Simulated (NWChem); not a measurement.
System: isobutane (C4H10); SMILES CC(C)C

Input file for NWChem:

```
start job
memory heap 200 mb stack 900 mb global 1100 mb
geometry units angstroms
  C      0.464538     1.377460    -0.095023
  C      0.000000     0.000000     0.367475
  C      0.960646    -1.091032    -0.095023
  C     -1.425185    -0.286428    -0.095023
  H      1.480257     1.603674     0.266181
  H      0.483350     1.435968    -1.196654
  H     -0.205690     2.172803     0.267624
  H      0.000000     0.000000     1.473591
  H      1.984548    -0.908269     0.267624
  H      1.001909    -1.136577    -1.196654
  H      0.648694    -2.083778     0.266181
  H     -1.778858    -1.264534     0.267624
  H     -2.128952     0.480103     0.266181
  H     -1.485260    -0.299390    -1.196654
end
basis spherical
  * library 3-21g
end
dft
  xc hfexch
  iterations 150
end
driver
  maxiter 120
end
task dft optimize
task dft freq
```

NWChem printed, in part:

```
             Northwest Computational Chemistry Package (NWChem) 7.3.0
             --------------------------------------------------------

 C3V symmetry detected

                             Geometry "geometry" -> ""
                             -------------------------

 Output coordinates in angstroms (scale by  1.889725989 to convert to a.u.)

  No.       Tag          Charge          X              Y              Z
 ---- ---------------- ---------- -------------- -------------- --------------
    1 C                    6.0000     1.02790859     1.02790859    -0.09441947
    2 C                    6.0000     0.00000000     0.00000000     0.36807853
    3 C                    6.0000     0.37624066    -1.40414925    -0.09441947
    4 C                    6.0000    -1.40414925     0.37624066    -0.09441947
    5 H                    1.0000     2.03829892     0.78006102     0.26750603
    6 H                    1.0000     1.07136125     1.07136125    -1.19605047
    7 H                    1.0000     0.78006102     2.03829892     0.26750603
    8 H                    1.0000     0.00000000     0.00000000     1.47419453
    9 H                    1.0000     1.37518814    -1.69470212     0.26750603
   10 H                    1.0000     0.39214544    -1.46350669    -1.19605047
   11 H                    1.0000    -0.34359680    -2.15524916     0.26750603
   12 H                    1.0000    -2.15524916    -0.34359680     0.26750603
   13 H                    1.0000    -1.69470212     1.37518814     0.26750603
   14 H                    1.0000    -1.46350669     0.39214544    -1.19605047

 Effective nuclear repulsion energy (a.u.)     134.4069694900

      Symmetry information
      --------------------

 Group name             C3v
 Group number             17
 Group order               6
 No. of unique centers     5

                                Z-matrix (autoz)
                                --------

 Units are Angstrom for bonds and degrees for angles

[...]

      ----------------------
      Optimization converged
      ----------------------

  Step       Energy      Delta E   Gmax     Grms     Xrms     Xmax
  ---- ---------------- -------- -------- -------- -------- --------
@    5    -156.43447084 -7.1D-08  0.00001  0.00000  0.00017  0.00034
                                     ok       ok       ok       ok

                                Z-matrix (autoz)
                                --------

 Units are Angstrom for bonds and degrees for angles

[...]

 Rotational Constants
 --------------------
 A=   0.259270 cm-1  (  0.373023 K)
 B=   0.259270 cm-1  (  0.373023 K)
 C=   0.150508 cm-1  (  0.216543 K)

 Temperature                      =   298.15K
 frequency scaling parameter      =   1.0000

 Zero-Point correction to Energy  =   88.578 kcal/mol  (  0.141158 au)
 Thermal correction to Energy     =   91.957 kcal/mol  (  0.146543 au)
 Thermal correction to Enthalpy   =   92.549 kcal/mol  (  0.147486 au)

 Total Entropy                    =   68.733 cal/mol-K
   - Translational                =   38.081 cal/mol-K (mol. weight =  58.0782)
   - Rotational                   =   22.388 cal/mol-K (symmetry #  =        3)
   - Vibrational                  =    8.264 cal/mol-K

 Cv (constant volume heat capacity) =   18.714 cal/mol-K
   - Translational                  =    2.979 cal/mol-K
   - Rotational                     =    2.979 cal/mol-K
   - Vibrational                    =   12.755 cal/mol-K

[normal modes left out]

 ----------------------------------------------------------------------------
 Normal Eigenvalue ||           Projected Infra Red Intensities
  Mode   [cm**-1]  || [atomic units] [(debye/angs)**2] [(KM/mol)] [arbitrary]
 ------ ---------- || -------------- ----------------- ---------- -----------
    1       -0.000 ||    0.000000           0.000         0.000       0.000
    2       -0.000 ||    0.000000           0.000         0.000       0.000
    3       -0.000 ||    0.000002           0.000         0.002       0.002
    4        0.000 ||    0.000000           0.000         0.000       0.000
    5        0.000 ||    0.000002           0.000         0.002       0.002
    6        0.000 ||    0.000002           0.000         0.002       0.002
    7      239.335 ||    0.000000           0.000         0.000       0.000
    8      284.558 ||    0.000012           0.000         0.011       0.012
    9      284.559 ||    0.000012           0.000         0.011       0.012
   10      396.702 ||    0.000014           0.000         0.014       0.014
   11      396.703 ||    0.000014           0.000         0.014       0.014
   12      467.419 ||    0.000461           0.011         0.450       0.474
   13      825.178 ||    0.000908           0.021         0.885       0.933
   14     1007.769 ||    0.001166           0.027         1.137       1.198
   15     1007.769 ||    0.001166           0.027         1.137       1.198
   16     1052.600 ||    0.001242           0.029         1.211       1.276
   17     1052.600 ||    0.001242           0.029         1.211       1.276
   18     1071.155 ||    0.000000           0.000         0.000       0.000
   19     1301.793 ||    0.004969           0.115         4.844       5.105
   20     1301.793 ||    0.004969           0.115         4.844       5.105
   21     1337.925 ||    0.001415           0.033         1.380       1.454
   22     1492.096 ||    0.003368           0.078         3.284       3.461
   23     1492.096 ||    0.003368           0.078         3.284       3.461
   24     1563.627 ||    0.009046           0.209         8.819       9.295
   25     1563.627 ||    0.009046           0.209         8.819       9.295
   26     1589.663 ||    0.005482           0.126         5.344       5.633
   27     1655.112 ||    0.000000           0.000         0.000       0.000
   28     1661.760 ||    0.000376           0.009         0.367       0.386
   29     1661.760 ||    0.000376           0.009         0.367       0.386
   30     1677.403 ||    0.005574           0.129         5.434       5.727
   31     1677.403 ||    0.005574           0.129         5.434       5.727
   32     1687.025 ||    0.019921           0.460        19.420      20.470
   33     3184.119 ||    0.033842           0.781        32.991      34.774
   34     3184.119 ||    0.033843           0.781        32.991      34.774
   35     3191.963 ||    0.009544           0.220         9.304       9.807
   36     3199.822 ||    0.001927           0.044         1.878       1.980
   37     3240.488 ||    0.002606           0.060         2.540       2.678
   38     3240.488 ||    0.002606           0.060         2.540       2.677
   39     3243.366 ||    0.000000           0.000         0.000       0.000
   40     3249.636 ||    0.065242           1.505        63.601      67.037
   41     3249.636 ||    0.065241           1.505        63.600      67.037
   42     3257.876 ||    0.114174           2.634       111.303     117.317
 ----------------------------------------------------------------------------
```

Level: Hartree-Fock/3-21G.
